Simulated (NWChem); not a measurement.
System: C2H3O, doublet; SMILES C[C]=O

NWChem input:

```
start job
memory heap 200 mb stack 900 mb global 1100 mb
geometry units angstroms noautosym nocenter noautoz
  C      0.102473     1.165886     0.000000
  C     -0.429450    -0.242817     0.000000
  O      0.173369    -1.272904     0.000000
  H     -0.296256     1.696967     0.887856
  H     -0.296256     1.696967    -0.887856
  H      1.214083     1.192052     0.000000
end
basis spherical
  * library def2-svp
end
dft
  odft
  mult 2
  xc pbe0
  iterations 150
end
cosmo
  dielec 46.7
end
task dft energy
```

Parts of the log:

```
             Northwest Computational Chemistry Package (NWChem) 7.3.0
             --------------------------------------------------------

                             Geometry "geometry" -> ""
                             -------------------------

 Output coordinates in angstroms (scale by  1.889725989 to convert to a.u.)

  No.       Tag          Charge          X              Y              Z
 ---- ---------------- ---------- -------------- -------------- --------------
    1 C                    6.0000     0.10247300     1.16588600     0.00000000
    2 C                    6.0000    -0.42945000    -0.24281700     0.00000000
    3 O                    8.0000     0.17336900    -1.27290400     0.00000000
    4 H                    1.0000    -0.29625600     1.69696700     0.88785600
    5 H                    1.0000    -0.29625600     1.69696700    -0.88785600
    6 H                    1.0000     1.21408300     1.19205200     0.00000000

 Effective nuclear repulsion energy (a.u.)      62.5146835111

                                 NWChem DFT Module
                                 -----------------

 Summary of "ao basis" -> "ao basis" (spherical)
 ------------------------------------------------------------------------------
       Tag                 Description            Shells   Functions and Types
 ---------------- ------------------------------  ------  ---------------------
 C                          def2-svp                 6       14   3s2p1d
 O                          def2-svp                 6       14   3s2p1d
 H                          def2-svp                 3        5   2s1p

 in cosmo_initialize ...

 solvent parameters
 solvname_short: unkn
 solvname_long:  unknown
 dielec:       46.7000

          ---------------
          -cosmo- solvent
          ---------------
 Cosmo: York-Karplus, doi: 10.1021/jp992097l
 dielectric constant -eps-     =  46.70
 screen = (eps-1)/(eps    )    =   0.97859
 surface charge correction     = lagrangian

   van der Waals surface
 --------------------------

 ---------- ATOMIC COORDINATES (A.U.) ------------ VDWR(ANG.) --
     1    0.19364589    2.20320507    0.00000000     2.000
     2   -0.81154283   -0.45885760    0.00000000     2.000
     3    0.32761990   -2.40543977    0.00000000     1.720
     4   -0.55984266    3.20680264    1.67780456     1.300
     5   -0.55984266    3.20680264   -1.67780456     1.300
     6    2.29428420    2.25265164    0.00000000     1.300
 number of segments per atom =         32
 number of   points per atom =         32
 atom (   nspa,  nppa )
 ----------------------
    1 (     16,     0 )       0
    2 (     16,     0 )       0
    3 (     22,     0 )       0
    4 (     14,     0 )       0
    5 (     14,     0 )       0
    6 (     16,     0 )       0
 number of -cosmo- surface points =       98
 molecular surface =     84.905 angstrom**2
 molecular volume  =     61.635 angstrom**3
 G(cav/disp)       =      1.285 kcal/mol
 -lineq- algorithm             =   0
 -bem- low  level              =   2
 -bem- from -octahedral-
 gaussian surface charge width =   4.50000
 degree of switching           =   1.00000
 switching function tolerance  =   0.00010
 atomic radii =
 --------------
    1  6.000  2.000
    2  6.000  2.000
    3  8.000  1.720
    4  1.000  1.300
    5  1.000  1.300
    6  1.000  1.300
 ...... end of -cosmo- initialization ......

            General Information
            -------------------
          SCF calculation type: DFT
          Wavefunction type:  spin polarized.
          No. of atoms     :     6
          No. of electrons :    23
           Alpha electrons :    12
            Beta electrons :    11
          Charge           :     0
          Spin multiplicity:     2
          Use of symmetry is: off; symmetry adaption is: off
          Maximum number of iterations: 150
          AO basis - number of functions:    57
                     number of shells:    27
          Convergence on energy requested:  1.00D-06
          Convergence on density requested:  1.00D-05
          Convergence on gradient requested:  5.00D-04

[...]

                                   COSMO solvation results
                                   -----------------------

                 gas phase energy =      -152.889318281217
                 sol phase energy =      -152.895101481080
 (electrostatic) solvation energy =         0.005783199863 (    3.63 kcal/mol)

                    DFT Final Alpha Molecular Orbital Analysis
                    ------------------------------------------

 Vector   10  Occ=1.000000D+00  E=-3.994142D-01
              MO Center=  1.3D-01,  3.3D-01, -8.5D-08, r^2= 2.5D+00
   Bfn.  Coefficient  Atom+Function         Bfn.  Coefficient  Atom+Function
  ----- ------------  ---------------      ----- ------------  ---------------
    33      0.318567  3 O  py                 4     -0.288838  1 C  px
    53     -0.264585  6 H  s                 32      0.207831  3 O  px
     5      0.203357  1 C  py                36      0.196847  3 O  py
    18      0.188839  2 C  px                43      0.174018  4 H  s
    48      0.174018  5 H  s                 35      0.136053  3 O  px

 Vector   11  Occ=1.000000D+00  E=-3.991804D-01
              MO Center= -8.6D-03,  2.2D-01,  8.1D-08, r^2= 2.6D+00
   Bfn.  Coefficient  Atom+Function         Bfn.  Coefficient  Atom+Function
  ----- ------------  ---------------      ----- ------------  ---------------
    34      0.411182  3 O  pz                 6     -0.329263  1 C  pz
    37      0.279004  3 O  pz                43     -0.239687  4 H  s
    48      0.239687  5 H  s                 20      0.171472  2 C  pz
     9     -0.159879  1 C  pz                23      0.095029  2 C  pz
    44     -0.091268  4 H  s                 49      0.091268  5 H  s

 Vector   12  Occ=1.000000D+00  E=-2.151399D-01
              MO Center= -3.5D-01, -3.5D-01, -2.7D-10, r^2= 1.8D+00
   Bfn.  Coefficient  Atom+Function         Bfn.  Coefficient  Atom+Function
  ----- ------------  ---------------      ----- ------------  ---------------
    17      0.535867  2 C  s                 18     -0.449574  2 C  px
    32      0.392700  3 O  px                 3     -0.380156  1 C  s
    35      0.328549  3 O  px                21     -0.299350  2 C  px
     5      0.221616  1 C  py                54      0.190033  6 H  s
     8      0.183270  1 C  py                16      0.162451  2 C  s

 Vector   13  Occ=0.000000D+00  E=-2.287459D-02
              MO Center= -2.8D-01, -3.2D-01,  1.1D-09, r^2= 1.8D+00
   Bfn.  Coefficient  Atom+Function         Bfn.  Coefficient  Atom+Function
  ----- ------------  ---------------      ----- ------------  ---------------
    23      0.577367  2 C  pz                20      0.550789  2 C  pz
    37     -0.433152  3 O  pz                34     -0.399305  3 O  pz
    44     -0.197798  4 H  s                 49      0.197798  5 H  s
    43     -0.150336  4 H  s                 48      0.150336  5 H  s
    11     -0.036721  1 C  d -1               6     -0.032894  1 C  pz

 Vector   14  Occ=0.000000D+00  E= 9.323365D-02
              MO Center=  7.1D-02,  1.7D+00,  4.3D-08, r^2= 4.4D+00
   Bfn.  Coefficient  Atom+Function         Bfn.  Coefficient  Atom+Function
  ----- ------------  ---------------      ----- ------------  ---------------
     3      2.761157  1 C  s                 44     -1.281435  4 H  s
    49     -1.281435  5 H  s                 54     -1.030844  6 H  s
    17     -0.546893  2 C  s                  8      0.355060  1 C  py
    21     -0.216467  2 C  px                 2      0.208555  1 C  s
    31      0.185611  3 O  s                  5      0.161844  1 C  py

 Vector   15  Occ=0.000000D+00  E= 1.361090D-01
              MO Center=  9.4D-01,  1.2D+00, -1.2D-08, r^2= 3.5D+00
   Bfn.  Coefficient  Atom+Function         Bfn.  Coefficient  Atom+Function
  ----- ------------  ---------------      ----- ------------  ---------------
    54      1.916059  6 H  s                  7     -1.171725  1 C  px
    44     -0.700701  4 H  s                 49     -0.700701  5 H  s
    17     -0.534476  2 C  s                  4     -0.367477  1 C  px
    31      0.271808  3 O  s                  3     -0.223763  1 C  s
     8      0.184513  1 C  py                53      0.167922  6 H  s

                     DFT Final Beta Molecular Orbital Analysis
                     -----------------------------------------

 Vector    9  Occ=1.000000D+00  E=-4.500798D-01
              MO Center=  2.0D-01,  6.4D-01, -2.6D-09, r^2= 2.1D+00
   Bfn.  Coefficient  Atom+Function         Bfn.  Coefficient  Atom+Function
  ----- ------------  ---------------      ----- ------------  ---------------
     4      0.354010  1 C  px                53      0.284943  6 H  s
    32      0.212101  3 O  px                18      0.184995  2 C  px
     7      0.159732  1 C  px                43     -0.148400  4 H  s
    48     -0.148400  5 H  s                 35      0.138547  3 O  px
     5     -0.134757  1 C  py                33      0.107015  3 O  py

 Vector   10  Occ=1.000000D+00  E=-3.956641D-01
              MO Center= -2.1D-03,  1.2D-01, -3.0D-09, r^2= 2.6D+00
   Bfn.  Coefficient  Atom+Function         Bfn.  Coefficient  Atom+Function
  ----- ------------  ---------------      ----- ------------  ---------------
    34      0.427041  3 O  pz                 6     -0.312813  1 C  pz
    37      0.293430  3 O  pz                43     -0.233059  4 H  s
    48      0.233059  5 H  s                 20      0.175468  2 C  pz
     9     -0.149064  1 C  pz                23      0.095413  2 C  pz
    44     -0.092868  4 H  s                 49      0.092868  5 H  s

[...]
```

Level: PBE0/def2-SVP, spin-unrestricted, COSMO on the gas-phase geometry. In the optimisation the excess spin sits in a' (Cs, its own frame). Geometry: optimised at PBE-D3(BJ)/def2-SVP, spin-unrestricted. No stability test was run on the SCF state. COSMO prints the solvation energy as gas minus solution, so a positive value is a stabilisation.
